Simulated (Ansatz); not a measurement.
Mulliken charges of C3H3NO (`NC=C=C=O`) from r2SCAN/def2-TZVPP in Ansatz (PBE0-D4/def2-TZVP geometry).

```json
{"atom": "N1", "x (Å)": "0.356", "y (Å)": "-0.173", "z (Å)": "1.497", "charge (e)": "-0.245"}
{"atom": "C2", "x (Å)": "0.141", "y (Å)": "-0.396", "z (Å)": "0.195", "charge (e)": "0.124"}
{"atom": "C3", "x (Å)": "-0.251", "y (Å)": "0.549", "z (Å)": "-0.677", "charge (e)": "-0.363"}
{"atom": "C4", "x (Å)": "-0.528", "y (Å)": "0.651", "z (Å)": "-1.926", "charge (e)": "0.249"}
{"atom": "O5", "x (Å)": "-0.810", "y (Å)": "0.903", "z (Å)": "-3.030", "charge (e)": "-0.226"}
{"atom": "H6", "x (Å)": "0.223", "y (Å)": "0.752", "z (Å)": "1.869", "charge (e)": "0.192"}
{"atom": "H7", "x (Å)": "0.647", "y (Å)": "-0.909", "z (Å)": "2.113", "charge (e)": "0.184"}
{"atom": "H8", "x (Å)": "0.315", "y (Å)": "-1.434", "z (Å)": "-0.097", "charge (e)": "0.085"}
```

**Question.** By hand: the dipole of these point charges (1 e Å = 4.8032 D).

**Answer.** Σ q r = (0.262, -0.393, 0.848) e Å, of length 0.971 e Å = 4.66 D.

**Question.** How does the dipole of the full density compare? (Best estimate.)

**Answer.** The calculation gave: (0.311, -0.488, 0.986) e Å, 5.49 D; the point charges give 0.85 times that, at 1° from its direction.

Point charges leave out the atoms' own dipoles, such as those of lone pairs, and Mulliken's split depends on the basis, so the two needn't agree.
